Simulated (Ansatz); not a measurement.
in.yaml

```yaml
crystal:
  periodic: [false, false, false]
  atoms:
    - {symbol: B, position_ang: [0.000000, -0.123368, 0.000000]}
    - {symbol: H, position_ang: [0.000000, 0.661614, -0.969076]}
    - {symbol: H, position_ang: [0.000000, 0.661614, 0.969076]}
basis:
  gaussian: {orbitals: "6-31G*"}
total_charge: -1
magnetization: {spin_polarized: true, initial_magnetization: 0}
correlation: {method: mp2, electrons: outside_noble_gas}
scf: {lower_state_search: off}
```

```sh
$ ansatz run in.yaml --threads 1 --pin off --events-out ev --progress --plain --max-ram 2393MiB
```

Task: Roughly how long does this take on 1 thread of Arm Neoverse V2, shared host, and how much host memory?

Result: 0.06 s wall and 0.06 GiB.

```
these checks for a lower state are left out or cut short: stability, starts, cluster_reference, orbital_swaps, neighbouring_geometries, increment
203 factors; integrals over basis functions are off by at most 6.7e-4 eV
mean field evaluation 1: about -697.9213 eV, gradient 7.7e0 eV
mean field evaluation 2: about -697.9199 eV, gradient 7.7e0 eV
mean field evaluation 4: about -698.5152 eV, gradient 5.9e-1 eV
mean field evaluation 8: about -698.5225 eV, gradient 1.0e-3 eV
mean field -698.52248014 eV, -25.6702276695 hartree, gradient 2.1e-6 eV, S^2 0.000000; 0 other end points of the search recorded, 0 dependent functions left out
1 core orbitals not correlated: weight in the atoms' cores, before any rotation towards them, 1.000 or more for the frozen orbitals, at most 0.000 for the correlated occupied ones
reference -698.52248014 eV, -25.6702276695 hartree; 3, 3 occupied and 15, 15 virtual orbitals, 203 factors
second order -2.03100553 eV of doubles, -0.00000000 eV of singles
Total energy: -700.55348567 eV, -25.7448657462 hartree
Checks for a lower state left out: stability, starts, cluster_reference, orbital_swaps, neighbouring_geometries, increment
```
